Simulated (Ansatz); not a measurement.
[Br···H···S], triplet along the distance Br1-H2

Starting geometry:

```
atom   x (Å)   y (Å)    z (Å)
  Br  0.0000  0.0000  -1.5262
   H  0.0000  0.0000  -0.1056
   S  0.0000  0.0000   1.6318
```

From there H2 is moved from one fragment to the other while all else, the fragments' distance too, stays fixed; atoms are numbered as listed. Energies are in kcal/mol, counted from the starting geometry at the same level.

Basis cc-pVDZ; Ansatz 0.2.0. Correlated methods freeze the noble-gas cores and the filled d shells of p-block atoms. Prefix R: restricted or restricted open-shell reference; prefix U: unrestricted. No spin–orbit coupling is included, and no scalar relativity.

Coupled cluster chose its determinant by trial CCSD, here up to 0.04 eV above the lowest Hartree–Fock solution of its kind, and MP2 stands on that determinant too.

Full CI isn't at hand for all of this; UCCSDT(Q) serves as the reference, and is uncertain by about the last step of the cluster series. The frozen core follows each run's orbitals, which can shift R against U totals by a few meV for light atoms and by up to 0.1 eV past Ca.

```json
{"distance Br1-H2 (Å)": "1.321", "RMP2": "3.5"}
{"distance Br1-H2 (Å)": "1.421", "RMP2": "0.0"}
{"distance Br1-H2 (Å)": "1.472", "RMP2": "0.2"}
{"distance Br1-H2 (Å)": "1.523", "RMP2": "1.0"}
{"distance Br1-H2 (Å)": "1.574", "RMP2": "1.7"}
{"distance Br1-H2 (Å)": "1.625", "RMP2": "2.0"}
{"distance Br1-H2 (Å)": "1.676", "RMP2": "2.8"}
{"distance Br1-H2 (Å)": "1.727", "RMP2": "4.0"}
{"distance Br1-H2 (Å)": "1.778", "RMP2": "4.8"}
```

Problem. Estimate the UCCSDT(Q) curve in cc-pVDZ from this one, knowing how RMP2 errs.

Solution. The computed UCCSDT(Q) values, in kcal/mol from the starting point, and the error of RMP2 against them:
| distance Br1-H2 (Å) | UCCSDT(Q) | RMP2 less UCCSDT(Q) |
| --- | --- | --- |
| 1.321 | 3.9 | -0.4 |
| 1.421 | 0.0 | 0.0 |
| 1.472 | 0.0 | 0.2 |
| 1.523 | 0.6 | 0.4 |
| 1.574 | 1.4 | 0.3 |
| 1.625 | 2.1 | -0.2 |
| 1.676 | 2.7 | 0.1 |
| 1.727 | 3.1 | 0.9 |
| 1.778 | 3.7 | 1.0 |

The error spans 1.4 kcal/mol and is largest, 1.0 kcal/mol, at 1.778 Å.
